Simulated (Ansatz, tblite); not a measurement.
**Diborane 1,1-di Cl (B₂H₄Cl₂): rung by rung**

How do method and basis change the picture of diborane 1,1-di Cl (B₂H₄Cl₂) (singlet)?

The runs use Ansatz 0.2.0, Gaussian basis; as each input shows.

Levels to be run: GFN1-xTB, GFN2-xTB, PBE-D4/def2-TZVP, r2SCAN-D4/def2-TZVP, LC-ωPBE/def2-TZVP, revPBE-D4/def2-TZVP, B2PLYP/def2-TZVP, HSE06-D4/def2-TZVP, r2SCANh-D4/def2-TZVP, CAM-B3LYP-D4/def2-TZVP, r2SCAN0-D4/def2-TZVP, PBE-D4/def2-SVP, PBE0-D4/def2-SVP, HF/6-31G, B3LYP-D4/6-31G, CCSD(T)/def2-TZVPP, MP2/def2-TZVP, RPA/def2-TZVP.

1 further run of the same task is left out (it didn't finish).

## 1. The structure

The singlet was relaxed beforehand with PBE0-D4/def2-SVP.

8 atoms, charge 0, spin multiplicity 1.

Bond lengths: B1–Cl2 1.767 Å, B1–Cl3 1.767 Å, B1–H4 1.368 Å, B1–B5 1.773 Å, B1–H8 1.368 Å, H4–B5 1.306 Å, B5–H6 1.201 Å, B5–H7 1.201 Å, B5–H8 1.306 Å. Angles: Cl2–B1–Cl3 119.1°, Cl2–B1–H4 110.2°, Cl2–B1–B5 120.5°, Cl2–B1–H8 110.2°, Cl3–B1–H4 110.2°, Cl3–B1–B5 120.5°, Cl3–B1–H8 110.2°, H4–B1–B5 47.0°, H4–B1–H8 94.0°, B5–B1–H8 47.0°, B1–H4–B5 83.0°, B1–B5–H4 50.0°, B1–B5–H6 117.7°, B1–B5–H7 117.7°, B1–B5–H8 50.0°, H4–B5–H6 107.4°, H4–B5–H7 107.4°, H4–B5–H8 100.0° and more.

PBE0-D4/def2-TZVP was run before; its log isn't repeated, and its numbers join the tables.

## 2. GFN1-xTB

Tight binding, by tblite at 300 K electronic temperature and without a spin-polarisation term:

```python
tblite.interface.Calculator('GFN1-xTB', numbers, positions, charge=0, uhf=0).singlepoint()
```

Energy -365.9671 eV, HOMO -12.83 eV, LUMO -6.59 eV; 0.017 s.

## 3. GFN2-xTB

Tight binding, by tblite at 300 K electronic temperature and without a spin-polarisation term:

```python
tblite.interface.Calculator('GFN2-xTB', numbers, positions, charge=0, uhf=0).singlepoint()
```

Energy -370.9765 eV, HOMO -11.69 eV, LUMO -6.59 eV; 0.014 s.

## 4. PBE-D4/def2-TZVP

start.molden holds the orbitals of an earlier run on this state, given as this run's starting guess.

File in.yaml:

```yaml
crystal:
  periodic: [false, false, false]
  atoms:
    - {symbol: B, position_ang: [0.504832, 0.353306, -0.531600]}
    - {symbol: Cl, position_ang: [2.248416, 0.084259, -0.425824]}
    - {symbol: Cl, position_ang: [-0.127375, 1.400408, -1.807319]}
    - {symbol: H, position_ang: [-0.159463, -0.842794, -0.528409]}
    - {symbol: B, position_ang: [-0.595125, -0.416573, 0.626477]}
    - {symbol: H, position_ang: [-1.770107, -0.199325, 0.508841]}
    - {symbol: H, position_ang: [-0.112335, -1.117889, 1.473054]}
    - {symbol: H, position_ang: [0.011167, 0.738618, 0.684781]}
basis:
  gaussian: {orbitals: def2-TZVP, initial_orbitals: start.molden}
hamiltonian: {xc: pbe, dispersion: d4}
scf: {omitted_lower_state_checks: [starts]}
output: {orbitals: {seedname: orbitals}}
```

Run with:

```
> ansatz run in.yaml --threads 4 --pin off --events-out ev --progress --plain --max-ram 3916MiB
```

Further steps of the session: r2SCAN-D4/def2-TZVP; LC-ωPBE/def2-TZVP; revPBE-D4/def2-TZVP; B2PLYP/def2-TZVP; HSE06-D4/def2-TZVP; r2SCANh-D4/def2-TZVP; CAM-B3LYP-D4/def2-TZVP; r2SCAN0-D4/def2-TZVP; PBE-D4/def2-SVP; PBE0-D4/def2-SVP; HF/6-31G; B3LYP-D4/6-31G; CCSD(T)/def2-TZVPP; MP2/def2-TZVP; RPA/def2-TZVP.

Q: Predict the results of all the runs planned. Wanted: gap in def2-TZVP, named functionals, smallest and largest; correlation energy, CCSD(T)/def2-TZVPP; correlation energy, MP2/def2-TZVP; binding an atom, CCSD(T)/def2-TZVPP; PBE0 total energy, smallest basis above largest.

The runs gave:

```
                                                 quantity                                 value
gap in def2-TZVP, named functionals, smallest and largest  5.45 eV (PBE-D4), 12.82 eV (LC-ωPBE)
                   correlation energy, CCSD(T)/def2-TZVPP                             -19.25 eV
                        correlation energy, MP2/def2-TZVP                             -16.57 eV
                      binding an atom, CCSD(T)/def2-TZVPP                              3.287 eV
          PBE0 total energy, smallest basis above largest        10.01 eV (def2-SVP, def2-TZVP)
```

What this shows: Over the named functionals in def2-TZVP the gap runs from 5.45 eV (PBE-D4) to 12.82 eV (LC-ωPBE); exact exchange widens it. A small miss in a minimal or small basis is a cancelling of errors, not accuracy. The functionals in def2-TZVP miss CCSD(T)/def2-TZVPP by +0.078 (LC-ωPBE) to +0.156 eV (PBE-D4) an atom. The reference is CCSD(T) in one finite basis, so it carries an error of its own, often a tenth of an eV or more, and near misses can't be ranked.
